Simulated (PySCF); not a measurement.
Species: CrH (sextet state).
SMILES: `[CrH]`

Level of theory: PySCF, PBE0-D3(BJ)/def2-SVP geometry optimisation, gas phase.

Masses are those of the commonest isotopes; rigid-rotor values at the optimised geometry. 

(1) What are the moment of inertia and the rotational constant?

(2) List the first levels of a rigid rotor in a Σ state.

(3) Where do the first rotational lines fall?

(4) Estimate the classical rotational partition function at 100 K and 500 K.

Results:

(1) I = 2.733 u·Å², B = 505379 MHz·u·Å²/I = 184918 MHz (6.1682 cm⁻¹, or 8.875 K as hB/k). For two atoms I = μr² with μ = 0.9886 u and r = 1.6626 Å.

(2) E(J) = BJ(J+1): J = 1: 12.336, J = 2: 37.009, J = 3: 74.018, J = 4: 123.364, J = 5: 185.046, J = 6: 259.064 cm⁻¹. For this open shell read J as N, the rotation without spin; fine and hyperfine splittings come on top.

(3) The dipole is 3.32 D; J+1 ← J lies at 2B(J+1): 1 ← 0 at 369.84 GHz, 2 ← 1 at 739.67 GHz, 3 ← 2 at 1109.51 GHz, 4 ← 3 at 1479.34 GHz, 5 ← 4 at 1849.18 GHz, 6 ← 5 at 2219.01 GHz.

(4) Point group C∞v, symmetry number σ = 1; q = kT/(σhB), k/h = 20836.6 MHz/K: 11.3 at 100 K, 56.3 at 500 K.

Not checked by PBE0-D3(BJ)/def2-SVP frequencies. ⟨S²⟩ = 8.813 (exact for a sextet: 8.75). These are rigid-rotor constants of the computed structure; measured ground-state constants (B0) also hold zero-point vibration.

Hardware: an Intel Xeon Platinum 8259CL at 2.50 GHz with one thread, no GPU, shared host with 96 logical CPUs at a one-minute load of 52. Cost: 6.3 s wall, 0.24 GiB resident at most. That covers the optimisation of the geometry.
